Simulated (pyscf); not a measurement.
Optimised with ωB97X-D3(BJ)/def2-SVP in PySCF.

Q: PBE/def2-TZVP puts the barrier of `[F][SiH2][O][SiH3]` + `[H]` [doublet] → `[F][SiH2][O][SiH2]` [doublet] + `[H][H]` (hydrogen abstraction; doublet surface; H–Si broken, H–H formed) at 0.1 kcal/mol and the reaction energy at -13.7 kcal/mol, from the separated reactants. What do B3LYP-D3(BJ)/def2-TZVP, M06-2X/def2-TZVP, ωB97M-D3(BJ)/def2-TZVP give on the same structures?

A: B3LYP-D3(BJ): ΔE‡ = 0.4 kcal/mol, ΔE = -14.1 kcal/mol; M06-2X: ΔE‡ = 6.0 kcal/mol, ΔE = -12.6 kcal/mol; ωB97M-D3(BJ): ΔE‡ = 5.2 kcal/mol, ΔE = -10.1 kcal/mol. PBE's barrier lies under all of them, by 0.4 to 6.0 kcal/mol. Its reaction energy lies among theirs. One saddle was located; it need not be the lowest between these sides. The angle at the transferred H is 176°.
